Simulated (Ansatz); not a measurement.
Diamond was calculated with r²SCANh (Ansatz, a first-principles code, PAW).

Run with plane-wave cutoff 520 eV, 12×12×12 k mesh, Fermi–Dirac smearing 0.01 eV, scalar-relativistic PAW data made under PBE.

The volume scan:

```
V (Å³/atom)  E − E_lowest (meV/atom)  P (GPa)
-----------  -----------------------  -------
5.320                          21.74    26.16
5.460                           5.02    12.39
5.638                           0.00    -3.01
5.740                           4.41   -10.81
5.880                          18.20   -20.54
```

Estimate the bulk modulus from the pressures at 5.460 and 5.638 Å³/atom, and compare it with a fit to all energies.

B = −V dP/dV. Between V = 5.460 and 5.638 Å³/atom, dP/dV = (-3.01 − (12.39))/(5.638 − 5.460) = -86.5 GPa per Å³/atom; at the midpoint 5.549 Å³/atom this gives B ≈ 480 GPa. The third-order Birch–Murnaghan fit gives V0 = 5.601 Å³/atom, B0 = 462 GPa, B′ = 3.6, which lies 4 % below that estimate.

Measured, for comparison: bulk modulus 455 GPa (0 K value with the zero-point phonon effect removed; as tabulated in Mejia-Rodriguez and Trickey (2018), arXiv:1807.09216); equilibrium volume per atom 5.61 Å³/atom (static lattice: zero-point anharmonic expansion removed; as tabulated in Mejia-Rodriguez and Trickey (2018), arXiv:1807.09216). Computed (rounded) less measured: bulk modulus +2 %, equilibrium volume per atom -0.2 %.

The computed numbers hold no vibrational or temperature effects.
